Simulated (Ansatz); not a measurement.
A made-up structure of CH$_{3}$O, doublet:

C1  (0.000, 0.052, 0.014)
O2  (0.981, -0.843, -0.254)
H3  (-0.949, -0.508, -0.108)
H4  (-0.042, 0.884, -0.704)
H5  (1.683, -1.493, -0.090)
(Å)

It is relaxed with PBE-D4/def2-SVP and then PBE0-D4/def2-TZVP (Ansatz 0.2.0). Atoms count as bonded within 1.22 times the sum of their covalent radii (H–H: 0.88 Å). The end point is not checked to be a true minimum.

Q: Does its bonding change? (Judge from chemistry; the calculation decides.)

A: The calculation gives: No: no bond forms or breaks.

Where it ends: The first stage lowers the energy by 1.29 eV in 11 steps. It ends as CH₃O ([CH2][OH]):
C1  (0.060, -0.027, -0.173)
O2  (1.229, -0.666, -0.430)
H3  (-0.799, -0.605, 0.146)
H4  (-0.057, 0.903, -0.709)
H5  (1.241, -1.512, 0.025)
(Å)

Labels in which every atom is bracketed show which atoms are joined, not bond orders.

For scale, one of the runs: PBE0-D4/def2-TZVP relaxation, 80 basis functions, launched by `ansatz run in.yaml --threads 2 --pin off --events-out ev --progress --plain --max-ram 4352MiB`. The run took about 3 s on 2 CPU threads of an Intel Xeon 6975P-C (shared host).
